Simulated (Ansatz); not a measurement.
**LiSiH₃ (triplet): from Hartree-Fock to the top rungs, def2-TZVPP**

An exercise on one series of results from a longer session: the logs are not shown, and one member is left open.

Computed with Ansatz 0.2.0, Gaussian basis. Level: def2-TZVPP, core rule «outside noble gas», up to 6 orbitals frozen.

Plan: UHF; ROHF; CCSD(T) on UHF.

2 further runs of the same task are left out: 2 set aside as unsound or not needed.

## The system

The geometry is a PBE0/def2-TZVP stationary point (not a proven minimum) of the parent state, kept for this charge and spin.

5 atoms, charge 0, spin multiplicity 3.

Atoms are counted from 1 here; the program's logs count them from 0.

Bond lengths: Si1–Li2 2.458 Å, Si1–H3 1.505 Å, Si1–H4 1.505 Å, Si1–H5 1.505 Å. Angles: Li2–Si1–H3 115.8°, Li2–Si1–H4 115.8°, Li2–Si1–H5 115.8°, H3–Si1–H4 102.5°, H3–Si1–H5 102.5°, H4–Si1–H5 102.5°.

The first run:

File in.yaml:

```yaml
crystal:
  periodic: [false, false, false]
  atoms:
    - {symbol: Si, position_ang: [-0.396371, -0.003200, 0.000661]}
    - {symbol: Li, position_ang: [2.061928, 0.016647, -0.003437]}
    - {symbol: H, position_ang: [-1.062440, 1.346125, 0.002794]}
    - {symbol: H, position_ang: [-1.044075, -0.686683, 1.174399]}
    - {symbol: H, position_ang: [-1.048000, -0.684910, -1.171935]}
basis:
  gaussian: {orbitals: def2-TZVPP}
magnetization: {spin_polarized: true, initial_magnetization: 2}
hamiltonian: {xc: hf}
output: {orbitals: {seedname: orbitals}}
```

Command:

```sh
ansatz run in.yaml --threads 1 --pin off --events-out ev --progress --plain --max-ram 4096MiB --backend cpu
```

Among the steps run: UHF; ROHF; CCSD(T) on UHF.

One table of the session follows, with a row left open; its other results are not shown here.

It belongs to the step «Misses and costs». 

```
  method  from UCCSD(T) (kJ/mol)
    ROHF                  +400.0
     UHF                  +396.0
    UMP2                   +82.8
   UCCSD                       ?
UCCSD(T)                       0
```

Estimate the missing values for UCCSD.

The run gave: from UCCSD(T) (kJ/mol): +10.4. In the column «from UCCSD(T) (kJ/mol)» it lies between UCCSD(T) (0) and UMP2 (+82.8).
